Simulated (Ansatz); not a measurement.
A calculation with Ansatz (development build ahead of 0.2.0).

```yaml
crystal:
  periodic: [false, false, false]
  atoms:
    - { symbol: H, position_ang: [0.0, 0.0, 0.0] }
    - { symbol: Mg, position_ang: [0.0, 3.2954, 2.5287] }
    - { symbol: Mg, position_ang: [0.0, -3.2954, 2.5287] }
basis:
  gaussian: { orbitals: pcseg-2 }
magnetization:
  initial_magnetization: 1
hamiltonian:
  xc: { name: wB97X }
```

The input is written out in the form of the current development build from the run's settings.

The run gave:

| Quantity | Value |
| --- | --- |
| Converged | yes |
| Total energy | -400.62700 hartree |
| Spin squared of the determinant | 0.750 |
| Stability test | minimum among restricted orbitals |

Caution: stretched shape with no unrestricted run beside it, a lower state can exist; charge can spread falsely over distant fragments.
